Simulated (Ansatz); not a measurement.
# SiH₅O (doublet): B2PLYP, RPA-PBE over a scan of the distance Si1–H5 along a hydrogen transfer, cc-pVDZ

Aim: run SiH₅O (doublet) with these functionals over a scan of the distance Si1–H5 along a hydrogen transfer, and hold them against the top wave-function level at the same points.

The runs use Ansatz 0.2.0, Gaussian basis; cc-pVDZ, all electrons in the functionals, frozen cores in the correlation of double hybrids and RPA.

To be run: B2PLYP, RPA-PBE, at 1.485 Å; 1.534 Å; 1.631 Å; 1.729 Å; 1.827 Å.

### 1 The system

The geometry derives from fragments relaxed apart (PBE0/def2-TZVP) and kept rigid, so it is no stationary point. A hydrogen atom is moved between rigid fragments.

7 atoms, charge 0, spin multiplicity 2.

Atoms are counted from 1 here; the program's logs count them from 0.

Bond lengths: Si1–H2 1.485 Å, Si1–H3 1.485 Å, Si1–H4 1.485 Å, Si1–H5 1.485 Å, O6–H7 0.973 Å. Angles: H2–Si1–H3 109.5°, H2–Si1–H4 109.5°, H2–Si1–H5 109.5°, H3–Si1–H4 109.5°, H3–Si1–H5 109.5°, H4–Si1–H5 109.5°.

No dispersion term is added.

The geometry shown and the zero of energy belong to the point 1.485 Å. The yardstick, UCCSDT(Q), and other wave-function levels (R restricted, U unrestricted, valence and pair active spaces) come from earlier runs.

### 2 B2PLYP, 1.485 Å

in.yaml

```yaml
crystal:
  periodic: [false, false, false]
  atoms:
    - {symbol: Si, position_ang: [-0.980436, 0.019286, 0.000000]}
    - {symbol: H, position_ang: [-1.475308, 1.418994, 0.000000]}
    - {symbol: H, position_ang: [-1.475307, -0.680568, 1.212183]}
    - {symbol: H, position_ang: [-1.475308, -0.680568, -1.212182]}
    - {symbol: H, position_ang: [0.504179, 0.019286, 0.000000]}
    - {symbol: O, position_ang: [1.836564, 0.019286, -0.000001]}
    - {symbol: H, position_ang: [2.088423, -0.920664, -0.000001]}
basis:
  gaussian: {orbitals: cc-pVDZ}
magnetization: {spin_polarized: true, initial_magnetization: 1}
hamiltonian: {xc: {name: B2PLYP}}
correlation: {electrons: outside_noble_gas}
```

Run with:

```bash
$ ansatz run in.yaml --threads 1 --pin off --events-out ev --progress --plain --max-ram 2816MiB --backend cpu
```

The log of the run:

```text
Functional definition: B2PLYP
  name "B2PLYP"
  cite "Grimme, J. Chem. Phys. 124, 034108 (2006) doi:10.1063/1.2148954"
  cite "Becke, Phys. Rev. A 38, 3098 (1988) doi:10.1103/PhysRevA.38.3098"
  cite "Lee, Yang & Parr, Phys. Rev. B 37, 785 (1988) doi:10.1103/PhysRevB.37.785"
  parameter a = 0.53
  parameter c = 0.27
  exchange = (1 - a)*b88_x + a*exact_x
  correlation = (1 - c)*lyp_c + c*(mp2_os + mp2_ss)
526 factors; integrals over basis functions are off by at most 1.5e-3 eV
mean field evaluation 1: about -9991.6830 eV, gradient 2.6e1 eV
mean field evaluation 2: about -9991.7035 eV, gradient 2.6e1 eV
mean field evaluation 4: about -9994.7224 eV, gradient 2.1e0 eV
mean field evaluation 8: about -9994.8219 eV, gradient 1.2e-1 eV
mean field evaluation 16: about -9994.8222 eV, gradient 3.3e-4 eV
mean field -9994.82216051 eV, -367.3029396649 hartree, gradient 2.3e-6 eV, S^2 0.761641; 2 other end points of the search recorded, 0 dependent functions left out
6 core orbitals not correlated: weight in the atoms' cores, before any rotation towards them, 1.000 or more for the frozen orbitals, at most 0.000 for the correlated occupied ones
reference -9994.82230079 eV, -367.3029448201 hartree; 8, 7 occupied and 43, 44 virtual orbitals, 526 factors
second order -9.84571260 eV of doubles, -0.00000000 eV of singles
Total energy: -9997.48064319 eV, -367.4006371014 hartree
```

Wall time 1.9 s (1 thread of AMD EPYC 7R13, shared host).

From the report: ⟨S²⟩ of the determinant 0.762 (pure doublet: 0.75).

### 3 B2PLYP, 1.534 Å

in.yaml

```yaml
crystal:
  periodic: [false, false, false]
  atoms:
    - {symbol: Si, position_ang: [-0.981449, 0.019286, 0.000000]}
    - {symbol: H, position_ang: [-1.476322, 1.418994, 0.000000]}
    - {symbol: H, position_ang: [-1.476321, -0.680568, 1.212183]}
    - {symbol: H, position_ang: [-1.476321, -0.680568, -1.212182]}
    - {symbol: H, position_ang: [0.552551, 0.019286, 0.000000]}
    - {symbol: O, position_ang: [1.835551, 0.019286, -0.000001]}
    - {symbol: H, position_ang: [2.087409, -0.920664, -0.000001]}
basis:
  gaussian: {orbitals: cc-pVDZ}
magnetization: {spin_polarized: true, initial_magnetization: 1}
hamiltonian: {xc: {name: B2PLYP}}
correlation: {electrons: outside_noble_gas}
```

The command is unchanged.

The log of the run, cut to the lines that bear on the results:

```text
Functional definition: B2PLYP
  name "B2PLYP"
  cite "Grimme, J. Chem. Phys. 124, 034108 (2006) doi:10.1063/1.2148954"
  cite "Becke, Phys. Rev. A 38, 3098 (1988) doi:10.1103/PhysRevA.38.3098"
  cite "Lee, Yang & Parr, Phys. Rev. B 37, 785 (1988) doi:10.1103/PhysRevB.37.785"
[...]
527 factors; integrals over basis functions are off by at most 1.4e-3 eV
[...]
mean field -9994.88398111 eV, -367.3052115301 hartree, gradient 1.8e-6 eV, S^2 0.763267; 0 other end points of the search recorded, 0 dependent functions left out
6 core orbitals not correlated: weight in the atoms' cores, before any rotation towards them, 1.000 or more for the frozen orbitals, at most 0.000 for the correlated occupied ones
reference -9994.88412171 eV, -367.3052166971 hartree; 8, 7 occupied and 43, 44 virtual orbitals, 527 factors
second order -9.99973492 eV of doubles, -0.00000000 eV of singles
Total energy: -9997.58405014 eV, -367.4044372367 hartree
```

Wall time 1.6 s (1 thread of AMD EPYC 7R13, shared host).

From the report: ⟨S²⟩ of the determinant 0.763 (pure doublet: 0.75).

From 1.485 Å: -10.0 kJ/mol.

### 4 B2PLYP, 1.631 Å

in.yaml

```yaml
crystal:
  periodic: [false, false, false]
  atoms:
    - {symbol: Si, position_ang: [-0.983440, 0.019286, 0.000000]}
    - {symbol: H, position_ang: [-1.478312, 1.418994, 0.000000]}
    - {symbol: H, position_ang: [-1.478311, -0.680568, 1.212183]}
    - {symbol: H, position_ang: [-1.478312, -0.680568, -1.212182]}
    - {symbol: H, position_ang: [0.647560, 0.019286, 0.000000]}
    - {symbol: O, position_ang: [1.833560, 0.019286, -0.000001]}
    - {symbol: H, position_ang: [2.085419, -0.920664, -0.000001]}
basis:
  gaussian: {orbitals: cc-pVDZ}
magnetization: {spin_polarized: true, initial_magnetization: 1}
hamiltonian: {xc: {name: B2PLYP}}
correlation: {electrons: outside_noble_gas}
```

The command is unchanged.

The log of the run, cut to the lines that bear on the results:

```text
Functional definition: B2PLYP
  name "B2PLYP"
  cite "Grimme, J. Chem. Phys. 124, 034108 (2006) doi:10.1063/1.2148954"
  cite "Becke, Phys. Rev. A 38, 3098 (1988) doi:10.1103/PhysRevA.38.3098"
  cite "Lee, Yang & Parr, Phys. Rev. B 37, 785 (1988) doi:10.1103/PhysRevB.37.785"
[...]
527 factors; integrals over basis functions are off by at most 1.4e-3 eV
[...]
mean field -9995.04443821 eV, -367.3111082196 hartree, gradient 3.7e-6 eV, S^2 0.763254; 0 other end points of the search recorded, 0 dependent functions left out
6 core orbitals not correlated: weight in the atoms' cores, before any rotation towards them, 1.000 or more for the frozen orbitals, at most 0.000 for the correlated occupied ones
reference -9995.04457951 eV, -367.3111134123 hartree; 8, 7 occupied and 43, 44 virtual orbitals, 527 factors
second order -10.23963991 eV of doubles, -0.00000000 eV of singles
Total energy: -9997.80928228 eV, -367.4127143653 hartree
```

Run time: 1.5 s. Hardware: 1 thread of AMD EPYC 7R13, shared host.

From the report: ⟨S²⟩ of the determinant 0.763 (pure doublet: 0.75).

From 1.485 Å: -31.7 kJ/mol.

### 5 B2PLYP, 1.729 Å

in.yaml

```yaml
crystal:
  periodic: [false, false, false]
  atoms:
    - {symbol: Si, position_ang: [-0.985450, 0.019286, 0.000000]}
    - {symbol: H, position_ang: [-1.480323, 1.418994, 0.000000]}
    - {symbol: H, position_ang: [-1.480322, -0.680568, 1.212183]}
    - {symbol: H, position_ang: [-1.480322, -0.680568, -1.212182]}
    - {symbol: H, position_ang: [0.743550, 0.019286, 0.000000]}
    - {symbol: O, position_ang: [1.831550, 0.019286, -0.000001]}
    - {symbol: H, position_ang: [2.083408, -0.920664, -0.000001]}
basis:
  gaussian: {orbitals: cc-pVDZ}
magnetization: {spin_polarized: true, initial_magnetization: 1}
hamiltonian: {xc: {name: B2PLYP}}
correlation: {electrons: outside_noble_gas}
```

Same command.

The log of the run, cut to the lines that bear on the results:

```text
Functional definition: B2PLYP
  name "B2PLYP"
  cite "Grimme, J. Chem. Phys. 124, 034108 (2006) doi:10.1063/1.2148954"
  cite "Becke, Phys. Rev. A 38, 3098 (1988) doi:10.1103/PhysRevA.38.3098"
  cite "Lee, Yang & Parr, Phys. Rev. B 37, 785 (1988) doi:10.1103/PhysRevB.37.785"
[...]
527 factors; integrals over basis functions are off by at most 1.4e-3 eV
[...]
mean field -9995.28414479 eV, -367.3199172741 hartree, gradient 2.9e-6 eV, S^2 0.758871; 0 other end points of the search recorded, 0 dependent functions left out
6 core orbitals not correlated: weight in the atoms' cores, before any rotation towards them, 1.000 or more for the frozen orbitals, at most 0.000 for the correlated occupied ones
reference -9995.28428664 eV, -367.3199224872 hartree; 8, 7 occupied and 43, 44 virtual orbitals, 527 factors
second order -10.29569902 eV of doubles, -0.00000000 eV of singles
Total energy: -9998.06412538 eV, -367.4220796765 hartree
```

Run time: 1.6 s. Hardware: 1 thread of AMD EPYC 7R13, shared host.

From the report: ⟨S²⟩ of the determinant 0.759 (pure doublet: 0.75).

From 1.485 Å: -56.3 kJ/mol.

### 6 B2PLYP, 1.827 Å

in.yaml

```yaml
crystal:
  periodic: [false, false, false]
  atoms:
    - {symbol: Si, position_ang: [-0.987461, 0.019286, 0.000000]}
    - {symbol: H, position_ang: [-1.482333, 1.418994, 0.000000]}
    - {symbol: H, position_ang: [-1.482332, -0.680568, 1.212183]}
    - {symbol: H, position_ang: [-1.482333, -0.680568, -1.212182]}
    - {symbol: H, position_ang: [0.839539, 0.019286, 0.000000]}
    - {symbol: O, position_ang: [1.829539, 0.019286, -0.000001]}
    - {symbol: H, position_ang: [2.081398, -0.920664, -0.000001]}
basis:
  gaussian: {orbitals: cc-pVDZ}
magnetization: {spin_polarized: true, initial_magnetization: 1}
hamiltonian: {xc: {name: B2PLYP}}
correlation: {electrons: outside_noble_gas}
```

Same command.

The log of the run, cut to the lines that bear on the results:

```text
Functional definition: B2PLYP
  name "B2PLYP"
  cite "Grimme, J. Chem. Phys. 124, 034108 (2006) doi:10.1063/1.2148954"
  cite "Becke, Phys. Rev. A 38, 3098 (1988) doi:10.1103/PhysRevA.38.3098"
  cite "Lee, Yang & Parr, Phys. Rev. B 37, 785 (1988) doi:10.1103/PhysRevB.37.785"
[...]
527 factors; integrals over basis functions are off by at most 1.4e-3 eV
[...]
mean field -9995.48330418 eV, -367.3272362468 hartree, gradient 3.6e-6 eV, S^2 0.755020; 0 other end points of the search recorded, 0 dependent functions left out
6 core orbitals not correlated: weight in the atoms' cores, before any rotation towards them, 1.000 or more for the frozen orbitals, at most 0.000 for the correlated occupied ones
reference -9995.48344631 eV, -367.3272414700 hartree; 8, 7 occupied and 43, 44 virtual orbitals, 527 factors
second order -10.17785207 eV of doubles, -0.00000000 eV of singles
Total energy: -9998.23146637 eV, -367.4282293445 hartree
```

Run time: 1.5 s. Hardware: 1 thread of AMD EPYC 7R13, shared host.

From the report: ⟨S²⟩ of the determinant 0.755 (pure doublet: 0.75).

From 1.485 Å: -72.4 kJ/mol.

### 7 RPA-PBE, 1.485 Å

in.yaml

```yaml
crystal:
  periodic: [false, false, false]
  atoms:
    - {symbol: Si, position_ang: [-0.980436, 0.019286, 0.000000]}
    - {symbol: H, position_ang: [-1.475308, 1.418994, 0.000000]}
    - {symbol: H, position_ang: [-1.475307, -0.680568, 1.212183]}
    - {symbol: H, position_ang: [-1.475308, -0.680568, -1.212182]}
    - {symbol: H, position_ang: [0.504179, 0.019286, 0.000000]}
    - {symbol: O, position_ang: [1.836564, 0.019286, -0.000001]}
    - {symbol: H, position_ang: [2.088423, -0.920664, -0.000001]}
basis:
  gaussian: {orbitals: cc-pVDZ}
magnetization: {spin_polarized: true, initial_magnetization: 1}
hamiltonian: {xc: {name: PBE}}
correlation: {method: rpa, electrons: outside_noble_gas}
```

Same command.

The log of the run, cut to the lines that bear on the results:

```text
Functional definition: PBE
  name "PBE"
  cite "Perdew, Burke & Ernzerhof, Phys. Rev. Lett. 77, 3865 (1996) doi:10.1103/PhysRevLett.77.3865"
  parent pbe
[...]
526 factors; integrals over basis functions are off by at most 1.5e-3 eV
[...]
mean field -9996.51726235 eV, -367.3652335087 hartree, gradient 3.8e-6 eV, S^2 0.752496; 4 other end points of the search recorded, 0 dependent functions left out
6 core orbitals not correlated: weight in the atoms' cores, before any rotation towards them, 1.000 or more for the frozen orbitals, at most 0.000 for the correlated occupied ones
reference -9974.76207393 eV, -366.5657450804 hartree; 8, 7 occupied and 43, 44 virtual orbitals, 526 factors
Total energy: -9989.60906469 eV, -367.1113619270 hartree
```

Wall time 3.6 s (1 thread of AMD EPYC 7R13, shared host).

From the report: ⟨S²⟩ of the determinant 0.752 (pure doublet: 0.75).

### 8 RPA-PBE, 1.534 Å

in.yaml

```yaml
crystal:
  periodic: [false, false, false]
  atoms:
    - {symbol: Si, position_ang: [-0.981449, 0.019286, 0.000000]}
    - {symbol: H, position_ang: [-1.476322, 1.418994, 0.000000]}
    - {symbol: H, position_ang: [-1.476321, -0.680568, 1.212183]}
    - {symbol: H, position_ang: [-1.476321, -0.680568, -1.212182]}
    - {symbol: H, position_ang: [0.552551, 0.019286, 0.000000]}
    - {symbol: O, position_ang: [1.835551, 0.019286, -0.000001]}
    - {symbol: H, position_ang: [2.087409, -0.920664, -0.000001]}
basis:
  gaussian: {orbitals: cc-pVDZ}
magnetization: {spin_polarized: true, initial_magnetization: 1}
hamiltonian: {xc: {name: PBE}}
correlation: {method: rpa, electrons: outside_noble_gas}
```

Launched as before.

The log of the run, cut to the lines that bear on the results:

```text
Functional definition: PBE
  name "PBE"
  cite "Perdew, Burke & Ernzerhof, Phys. Rev. Lett. 77, 3865 (1996) doi:10.1103/PhysRevLett.77.3865"
  parent pbe
[...]
527 factors; integrals over basis functions are off by at most 1.4e-3 eV
[...]
mean field -9996.65319626 eV, -367.3702289876 hartree, gradient 3.4e-6 eV, S^2 0.752586; 4 other end points of the search recorded, 0 dependent functions left out
6 core orbitals not correlated: weight in the atoms' cores, before any rotation towards them, 1.000 or more for the frozen orbitals, at most 0.000 for the correlated occupied ones
reference -9974.80530059 eV, -366.5673336307 hartree; 8, 7 occupied and 43, 44 virtual orbitals, 527 factors
Total energy: -9989.70507932 eV, -367.1148903999 hartree
```

It took 3.6 s on 1 thread of AMD EPYC 7R13, shared host.

From the report: ⟨S²⟩ of the determinant 0.753 (pure doublet: 0.75).

From 1.485 Å: -9.3 kJ/mol.

### 9 RPA-PBE, 1.631 Å

in.yaml

```yaml
crystal:
  periodic: [false, false, false]
  atoms:
    - {symbol: Si, position_ang: [-0.983440, 0.019286, 0.000000]}
    - {symbol: H, position_ang: [-1.478312, 1.418994, 0.000000]}
    - {symbol: H, position_ang: [-1.478311, -0.680568, 1.212183]}
    - {symbol: H, position_ang: [-1.478312, -0.680568, -1.212182]}
    - {symbol: H, position_ang: [0.647560, 0.019286, 0.000000]}
    - {symbol: O, position_ang: [1.833560, 0.019286, -0.000001]}
    - {symbol: H, position_ang: [2.085419, -0.920664, -0.000001]}
basis:
  gaussian: {orbitals: cc-pVDZ}
magnetization: {spin_polarized: true, initial_magnetization: 1}
hamiltonian: {xc: {name: PBE}}
correlation: {method: rpa, electrons: outside_noble_gas}
```

Same command.

The log of the run, cut to the lines that bear on the results:

```text
Functional definition: PBE
  name "PBE"
  cite "Perdew, Burke & Ernzerhof, Phys. Rev. Lett. 77, 3865 (1996) doi:10.1103/PhysRevLett.77.3865"
  parent pbe
[...]
527 factors; integrals over basis functions are off by at most 1.4e-3 eV
[...]
mean field -9996.89690093 eV, -367.3791849690 hartree, gradient 2.8e-6 eV, S^2 0.752552; 4 other end points of the search recorded, 0 dependent functions left out
6 core orbitals not correlated: weight in the atoms' cores, before any rotation towards them, 1.000 or more for the frozen orbitals, at most 0.000 for the correlated occupied ones
reference -9974.98175423 eV, -366.5738181826 hartree; 8, 7 occupied and 43, 44 virtual orbitals, 527 factors
Total energy: -9989.90583302 eV, -367.1222679621 hartree
```

Wall time 3.4 s (1 thread of AMD EPYC 7R13, shared host).

From the report: ⟨S²⟩ of the determinant 0.753 (pure doublet: 0.75).

From 1.485 Å: -28.6 kJ/mol.

### 10 RPA-PBE, 1.729 Å

in.yaml

```yaml
crystal:
  periodic: [false, false, false]
  atoms:
    - {symbol: Si, position_ang: [-0.985450, 0.019286, 0.000000]}
    - {symbol: H, position_ang: [-1.480323, 1.418994, 0.000000]}
    - {symbol: H, position_ang: [-1.480322, -0.680568, 1.212183]}
    - {symbol: H, position_ang: [-1.480322, -0.680568, -1.212182]}
    - {symbol: H, position_ang: [0.743550, 0.019286, 0.000000]}
    - {symbol: O, position_ang: [1.831550, 0.019286, -0.000001]}
    - {symbol: H, position_ang: [2.083408, -0.920664, -0.000001]}
basis:
  gaussian: {orbitals: cc-pVDZ}
magnetization: {spin_polarized: true, initial_magnetization: 1}
hamiltonian: {xc: {name: PBE}}
correlation: {method: rpa, electrons: outside_noble_gas}
```

Same command.

The log of the run, cut to the lines that bear on the results:

```text
Functional definition: PBE
  name "PBE"
  cite "Perdew, Burke & Ernzerhof, Phys. Rev. Lett. 77, 3865 (1996) doi:10.1103/PhysRevLett.77.3865"
  parent pbe
[...]
527 factors; integrals over basis functions are off by at most 1.4e-3 eV
[...]
mean field -9997.11229087 eV, -367.3871004033 hartree, gradient 1.0e-5 eV, S^2 0.752357; 0 other end points of the search recorded, 0 dependent functions left out
6 core orbitals not correlated: weight in the atoms' cores, before any rotation towards them, 1.000 or more for the frozen orbitals, at most 0.000 for the correlated occupied ones
reference -9975.30360693 eV, -366.5856460509 hartree; 8, 7 occupied and 43, 44 virtual orbitals, 527 factors
Total energy: -9990.13242713 eV, -367.1305951419 hartree
```

Wall time 1.4 s (1 thread of AMD EPYC 7R13, shared host).

From the report: ⟨S²⟩ of the determinant 0.752 (pure doublet: 0.75).

From 1.485 Å: -50.5 kJ/mol.

### 11 RPA-PBE, 1.827 Å

in.yaml

```yaml
crystal:
  periodic: [false, false, false]
  atoms:
    - {symbol: Si, position_ang: [-0.987461, 0.019286, 0.000000]}
    - {symbol: H, position_ang: [-1.482333, 1.418994, 0.000000]}
    - {symbol: H, position_ang: [-1.482332, -0.680568, 1.212183]}
    - {symbol: H, position_ang: [-1.482333, -0.680568, -1.212182]}
    - {symbol: H, position_ang: [0.839539, 0.019286, 0.000000]}
    - {symbol: O, position_ang: [1.829539, 0.019286, -0.000001]}
    - {symbol: H, position_ang: [2.081398, -0.920664, -0.000001]}
basis:
  gaussian: {orbitals: cc-pVDZ}
magnetization: {spin_polarized: true, initial_magnetization: 1}
hamiltonian: {xc: {name: PBE}}
correlation: {method: rpa, electrons: outside_noble_gas}
```

Launched as before.

The log of the run, cut to the lines that bear on the results:

```text
Functional definition: PBE
  name "PBE"
  cite "Perdew, Burke & Ernzerhof, Phys. Rev. Lett. 77, 3865 (1996) doi:10.1103/PhysRevLett.77.3865"
  parent pbe
[...]
527 factors; integrals over basis functions are off by at most 1.4e-3 eV
[...]
mean field -9997.20555182 eV, -367.3905276800 hartree, gradient 9.3e-6 eV, S^2 0.752262; 0 other end points of the search recorded, 0 dependent functions left out
6 core orbitals not correlated: weight in the atoms' cores, before any rotation towards them, 1.000 or more for the frozen orbitals, at most 0.000 for the correlated occupied ones
reference -9975.63149353 eV, -366.5976956613 hartree; 8, 7 occupied and 43, 44 virtual orbitals, 527 factors
Total energy: -9990.27882463 eV, -367.1359751510 hartree
```

Run time: 1.5 s. Hardware: 1 thread of AMD EPYC 7R13, shared host.

From the report: ⟨S²⟩ of the determinant 0.752 (pure doublet: 0.75).

From 1.485 Å: -64.6 kJ/mol.

### 12 Against the wave-function levels

The yardstick is UCCSDT(Q), where the cluster series has nearly closed. It comes from earlier runs at the same points. Energies in kJ/mol, counted from 1.485 Å; blanks weren't run or aren't comparable.

| level | 1.485 Å | 1.534 Å | 1.631 Å | 1.729 Å | 1.827 Å |
| --- | --- | --- | --- | --- | --- |
| UCCSDT(Q) | 0.0 | -9.2 | -30.9 | -57.6 | -76.7 |
| B2PLYP | 0.0 | -10.0 | -31.7 | -56.3 | -72.4 |
| RPA-PBE | 0.0 | -9.3 | -28.6 | -50.5 | -64.6 |

Largest miss and mean time a point (UCCSDT(Q) took 8.2 s a point; shared hosts):

| level | largest miss (kJ/mol) | where | time a point |
| --- | --- | --- | --- |
| B2PLYP | +4.2 | 1.827 Å | 1.6 s |
| RPA-PBE | +12.0 | 1.827 Å | 2.7 s |

### 13 Outcome

| quantity | value |
| --- | --- |
| span of the UCCSDT(Q) curve | 76.7 kJ/mol |
| largest miss, B2PLYP | +4.2 kJ/mol (1.827 Å) |
| largest miss, RPA-PBE | +12.0 kJ/mol (1.827 Å) |

**Reading.** Of the functionals, B2PLYP keep the smallest largest miss at the points compared (at most 4.2 kJ/mol) and RPA-PBE strays most (12.0 kJ/mol, at 1.827 Å). Functionals and the yardstick converge differently with the basis, so part of each miss in cc-pVDZ is the basis.
